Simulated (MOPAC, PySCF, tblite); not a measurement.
Scan of H₂Si, singlet: symmetric bend, bond length relaxed. Scanned: H-Si-H angle. Other coordinates (Si-H bond length) were minimised at B3LYP/def2-TZVP.

Cartesian coordinates as functions of the variables (Å; names that start with a are angles):
```
Si  0  0  0
H  r*sin(a/2)  0  r*cos(a/2)
H  -r*sin(a/2)  0  r*cos(a/2)
```

Levels: RKS-M06-2X/6-31G* = restricted M06-2X/6-31G*, spherical d run with PySCF; PBE0/cc-pVTZ (PySCF); PM6, restricted, heats of formation (MOPAC); GFN2-xTB, 300 K electronic temperature (tblite); RHF/cc-pVTZ (PySCF); MP2 on RHF/cc-pVTZ, 5 core orbitals frozen (PySCF).

Energies in kJ/mol, each method relative to its own lowest point.

```json
[
 {"a / °": "180", "RKS-M06-2X/6-31G*": "0.0", "PBE0": "285.3", "PM6": "221.8", "GFN2-xTB": "203.9", "RHF": "0.0", "MP2": "0.0"},
 {"a / °": "170", "RKS-M06-2X/6-31G*": "2.4", "PBE0": "271.1", "PM6": "170.1", "GFN2-xTB": "199.7", "RHF": "3.0", "MP2": "2.6"},
 {"a / °": "160", "RKS-M06-2X/6-31G*": "11.2", "PBE0": "232.4", "PM6": "—", "GFN2-xTB": "—", "RHF": "13.6", "MP2": "12.0"},
 {"a / °": "150", "RKS-M06-2X/6-31G*": "25.9", "PBE0": "181.1", "PM6": "100.1", "GFN2-xTB": "102.0", "RHF": "30.7", "MP2": "27.4"},
 {"a / °": "140", "RKS-M06-2X/6-31G*": "43.0", "PBE0": "129.9", "PM6": "66.5", "GFN2-xTB": "71.6", "RHF": "50.1", "MP2": "44.9"},
 {"a / °": "130", "RKS-M06-2X/6-31G*": "63.9", "PBE0": "84.8", "PM6": "38.7", "GFN2-xTB": "45.0", "RHF": "73.5", "MP2": "66.0"},
 {"a / °": "120", "RKS-M06-2X/6-31G*": "90.8", "PBE0": "48.1", "PM6": "17.8", "GFN2-xTB": "23.6", "RHF": "103.6", "MP2": "93.1"},
 {"a / °": "110", "RKS-M06-2X/6-31G*": "124.8", "PBE0": "21.0", "PM6": "4.5", "GFN2-xTB": "8.1", "RHF": "141.2", "MP2": "126.8"},
 {"a / °": "100", "RKS-M06-2X/6-31G*": "167.6", "PBE0": "4.7", "PM6": "0.0", "GFN2-xTB": "0.0", "RHF": "188.7", "MP2": "169.3"},
 {"a / °": "90", "RKS-M06-2X/6-31G*": "—", "PBE0": "0.0", "PM6": "4.9", "GFN2-xTB": "1.6", "RHF": "248.2", "MP2": "222.2"},
 {"a / °": "80", "RKS-M06-2X/6-31G*": "—", "PBE0": "7.9", "PM6": "19.6", "GFN2-xTB": "16.3", "RHF": "322.4", "MP2": "287.7"},
 {"a / °": "70", "RKS-M06-2X/6-31G*": "—", "PBE0": "29.0", "PM6": "43.2", "GFN2-xTB": "49.4", "RHF": "415.3", "MP2": "368.4"},
 {"a / °": "60", "RKS-M06-2X/6-31G*": "—", "PBE0": "62.8", "PM6": "72.6", "GFN2-xTB": "108.3", "RHF": "531.1", "MP2": "466.7"}
]
```

A dash means that the run gave no value there, or that the column was ended at a point which the program doubted or which failed a test of continuity chosen for this set; such a test can also cut sound points.
